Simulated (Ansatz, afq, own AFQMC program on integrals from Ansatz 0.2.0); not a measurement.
Two steps: Ansatz 0.2.0 writes the Fock matrix and Cholesky factors of the valence space, and afq projects on them the lowest state that overlaps trial and start.

```yaml
crystal:
  periodic: [false, false, false]
  atoms:
    - {symbol: C, position_ang: [-0.010274, 0.000000, 0.519118]}
    - {symbol: C, position_ang: [-0.022208, 0.000000, -0.727238]}
    - {symbol: H, position_ang: [0.968474, -0.000003, 0.533528]}
    - {symbol: H, position_ang: [-0.290700, 0.796985, 0.973223]}
    - {symbol: H, position_ang: [-0.290706, -0.796983, 0.973223]}
basis:
  gaussian: {orbitals: cc-pVDZ}
magnetization: {spin_polarized: true, initial_magnetization: 1}
correlation: {method: ccsd_t, electrons: outside_noble_gas, hamiltonian_folder: ham}
```

```sh
$ ansatz run in.yaml --threads 1 --pin off --events-out ev --progress --plain --max-ram 1382MiB
```

afq runs on the folder ham with

```
--method phaseless --trial cisd --walkers 60 --populations 1 --least-time 40 --time-step 0.005 --steps-per-block 50 --equilibration-blocks 28 --max-blocks 300 --target-error 0.0004 --factor-cut 1e-05 --start spin_pure --seed 221 --release-times 0.24,0.51,0.99,1.62,2.4 --release-step 0.03 --release-every 4 --taylor-order 6
```

Times are imaginary, in 1/Eh. The walk had a cap of 1706 s.

Log:

```
orbitals 41  electrons 6 5  factors 343 of 392
reference energy -77.24255747 Eh
CCSD correlation -0.25279987 Eh in 15 cycles, weight of the determinant in the CISD state 0.8965
energy of the start -77.493765 Eh
 block  time / (1/Eh)  mean weight  energy / Eh
     1     0.250  1.0021  -77.491915
     2     0.500  1.0004  -77.496520
     3     0.750  1.0010  -77.498969
     4     1.000  0.9999  -77.500277
     5     1.250  0.9970  -77.502464
    10     2.500  0.9990  -77.505944
    29     7.250  0.9966  -77.495451
    49    12.250  1.0015  -77.500562
    69    17.250  1.0009  -77.503091
    89    22.250  1.0007  -77.501156
   101    25.250  1.0034  -77.511593
   109    27.250  1.0023  -77.508247
   129    32.250  1.0025  -77.508378
   149    37.250  1.0001  -77.503764
   169    42.250  0.9998  -77.500527
   185    46.250  0.9983  -77.500380
blocks merged  error / Eh  count
     1  0.000246  160
     2  0.000300  80
     4  0.000336  40
     8  0.000324  20
    16  0.000397  10
released: time / (1/Eh)  energy / Eh  error  mean overlap
  0.24  -77.502309  0.000372  0.9991
  0.51  -77.502739  0.000390  0.9918
  0.99  -77.501991  0.000375  1.0123
  1.62  -77.502732  0.000567  1.0197
  2.40  -77.502140  0.000693  1.0352
energy -77.502151 +/- 0.000336 Eh
(rows thinned)
```

The run passed its tests (sampling time, drift between the halves within three errors, error under three times the target), which doesn't prove that it has relaxed.

Against this walk (error 9.1 meV) on the same determinant: CCSD(T) 7.5 meV higher (within the noise). The error is statistical and leaves out the bias of the constraint. Released to 1.62 1/Eh the energy moves by -16 ± 18 meV (both errors), within twice the noise.

Cautions: constraint bias not in the error.

The walk took 4.8 min on 1 thread of Intel(R) Xeon(R) 6975P-C (Granite Rapids) (shared host). The log's last line is the phaseless energy.

A walk keeps the symmetry of its determinant, which the program's search chose and which needn't be the lowest solution, so a lower state of the same spin and another symmetry isn't excluded.
